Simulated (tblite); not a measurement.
Compound: allyldimethylamine, C₅H₁₁N.
SMILES with atom numbers: `[CH2:1]=[CH:2][CH2:3][N:4]([CH3:5])[CH3:6]` (hydrogens: H7, H8 on C1; H9 on C2; H10, H11 on C3; H12, H13, H14 on C5; H15, H16, H17 on C6)

Computed with GFN2-xTB (tblite), gas phase: Langevin dynamics at 400 K from the optimised GFN2-xTB geometry, time step 0.5 fs, friction 0.01 fs⁻¹, 2000 steps. The instantaneous temperature is 2·E(kin)/(3Nk) with all 3N coordinates.

```tsv
t (fs)	T (K)	E(pot) above start (eV)	C1=C2 (Å)	C2–C3 (Å)	C3–N4 (Å)	N4–C5 (Å)	N4–C6 (Å)	C1–H7 (Å)	C1–C2–C3–N4 (°)
0	345	0.000	1.319	1.497	1.456	1.448	1.446	1.078	-131
50	279	0.543	1.312	1.536	1.467	1.451	1.473	1.086	-112
100	281	0.640	1.327	1.462	1.428	1.478	1.415	1.032	-102
150	338	0.740	1.305	1.509	1.447	1.451	1.467	1.154	-126
200	439	0.664	1.344	1.514	1.492	1.531	1.471	1.062	-132
250	455	0.738	1.286	1.482	1.517	1.422	1.382	1.074	-117
300	420	1.137	1.330	1.544	1.506	1.477	1.423	1.143	-127
350	625	0.521	1.307	1.542	1.481	1.443	1.487	1.070	-122
400	363	0.709	1.329	1.480	1.479	1.429	1.488	1.104	-137
450	425	0.385	1.329	1.521	1.436	1.430	1.460	1.083	-144
500	412	1.058	1.364	1.523	1.475	1.410	1.471	1.058	-130
550	658	0.798	1.315	1.510	1.387	1.477	1.516	1.094	-123
600	312	1.415	1.356	1.527	1.469	1.470	1.425	1.168	-98
650	573	0.681	1.279	1.470	1.404	1.457	1.441	1.043	-94
700	457	0.874	1.346	1.544	1.430	1.414	1.423	1.134	-129
750	555	0.704	1.321	1.497	1.481	1.446	1.460	1.056	-143
800	476	0.922	1.353	1.551	1.428	1.494	1.423	1.073	-128
850	580	0.727	1.299	1.445	1.503	1.422	1.448	1.058	-114
900	453	0.826	1.296	1.532	1.427	1.491	1.437	1.102	-139
950	421	0.889	1.284	1.488	1.499	1.486	1.449	1.057	-148
1000	396	1.031	1.338	1.449	1.459	1.501	1.467	1.113	-169
```

**Question.** From 500 fs on, how do temperature and potential energy compare with equipartition?

**Answer.** The mean temperature of these 11 frames is 481 K against the target 400 K, and the mean potential energy 0.90 eV against 45 × kT/2 = 0.78 eV for 45 classical harmonic modes. For 17 atoms in a canonical ensemble the temperature itself scatters by T·√(2/(3N)) = 79 K; here its standard deviation is 96 K. These frames run hotter than the target by 20 %; at their own mean temperature equipartition would give 0.93 eV. The whole run lasts only 10 friction times of 100 fs, so these averages carry a wide statistical error.

**Question.** What are the kinetic and total energies of the listed frame with the highest potential energy?

**Answer.** The one at 600 fs, 1.415 eV above the start. Its kinetic energy is 3NkT/2 = 0.684 eV at 312 K, so the sum is 2.10 eV; over the listed frames the sum runs from 0.76 to 2.25 eV, since the thermostat adds and removes energy.

**Question.** How much do the listed bonds fluctuate from 500 fs on?

**Answer.** 
```
 bond  at the start (Å)  mean (Å)  standard deviation (Å)
C1=C2             1.319     1.323                   0.029
C2–C3             1.497     1.503                   0.035
C3–N4             1.456     1.451                   0.037
N4–C5             1.448     1.461                   0.032
N4–C6             1.446     1.451                   0.026
C1–H7             1.078     1.087                   0.037
```

The motion is classical and holds no zero-point motion.

The cost below is that of the whole dynamics run. On one thread, Intel Xeon Platinum 8488C (x86_64) (shared host), this took 8.8 s and 0.18 GiB of memory at its peak.
